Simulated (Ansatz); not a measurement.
Frontier orbitals of `C=C(Cl)CC`.

Charge 0, multiplicity 1. Geometry: relaxed with PBE0-D4/def2-TZVP. It is one conformer, not always the lowest. Basis def2-TZVPP, the Gaussian-basis code of Ansatz.

Orbital energies of one run (eV). Highest occupied ones, from the top: -9.98, -11.61, -12.47, -12.82, -12.96, -13.92, -14.38, -15.37, -16.26, -16.66, -18.41, -21.29, -24.00, -25.30. Empty: 2.25, 3.42, 3.71, 4.39, 4.79, 5.16.

(1) Which functional gave them?
A. LC-ωPBE
B. r2SCAN
C. r2SCAN0
D. HSE06 (plane-wave form)

Results:

(1) A. HOMO energies: LC-ωPBE -9.98, r2SCAN -6.34, HSE06 -6.88, r2SCAN0 -7.42 eV.

LC-ωPBE has ω = 0.4 bohr⁻¹.
